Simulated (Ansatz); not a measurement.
**CH₂OS (SMILES O=CS): one structure at several levels**

An exercise on one series of results from a longer session: the logs are not shown, and one member is left open.

Method: single points in def2-TZVPP; program: Ansatz 0.2.0, Gaussian basis.

Correlated methods freeze the cores.

### Starting geometry

SMILES `O=CS`, 5 atoms, charge 0, spin multiplicity 1.

Atoms are counted from 1 here; the program's logs count them from 0.

Bond lengths: O1–C2 1.221 Å, C2–S3 1.812 Å, C2–H4 1.098 Å, S3–H5 1.326 Å. Angles: O1–C2–S3 126.3°, O1–C2–H4 123.6°, S3–C2–H4 110.1°, C2–S3–H5 95.7°.

As a file:

```tsv
atom	x (Å)	y (Å)	z (Å)
O1	-0.7401	-0.6276	1.0869
C2	-0.4439	-0.3879	-0.0732
S3	0.8565	0.7400	-0.6381
H4	-0.9286	-0.8657	-0.9346
H5	1.3999	0.9225	0.5577
```

Set-up of the first run:

The input, run/in.yaml:

```yaml
crystal:
  periodic: [false, false, false]
  atoms:
    - {symbol: O, position_ang: [-0.740090, -0.627580, 1.086936]}
    - {symbol: C, position_ang: [-0.443923, -0.387895, -0.073213]}
    - {symbol: S, position_ang: [0.856497, 0.739972, -0.638057]}
    - {symbol: H, position_ang: [-0.928643, -0.865713, -0.934569]}
    - {symbol: H, position_ang: [1.399931, 0.922456, 0.557694]}
basis:
  gaussian: {orbitals: def2-TZVPP}
hamiltonian: {xc: pbe, dispersion: d4}
output: {forces: true}
```

Command:

```sh
ansatz run in.yaml --threads 2 --pin off --events-out ev --progress --plain --max-ram 3481MiB
```

Steps of the session up to this table: PBE-D4/def2-TZVPP; r2SCAN-D4/def2-TZVPP; PBE0-D4/def2-TZVPP; wB97M-V/def2-TZVPP; CCSD(T)/def2-TZVPP.

One table of the session follows, with a row left open; its other results are not shown here.

| method | RMS force component (eV/Å) | angle to CCSD(T) forces (°) | dipole (D) |
| --- | --- | --- | --- |
| PBE-D4 | 0.568 | 21.0 | 1.53 |
| r2SCAN-D4 | 0.726 | 6.1 | 1.58 |
| PBE0-D4 | 0.885 | 5.3 | 1.63 |
| wB97M-V | ? | ? | ? |
| CCSD(T) | 0.545 | reference | 1.52 |

**Question.** Estimate the row for wB97M-V.

As computed: RMS force component (eV/Å): 0.834; angle to CCSD(T) forces (°): 6.7; dipole (D): 1.67. In the column «RMS force component (eV/Å)» it lies between r2SCAN-D4 (0.726) and PBE0-D4 (0.885).
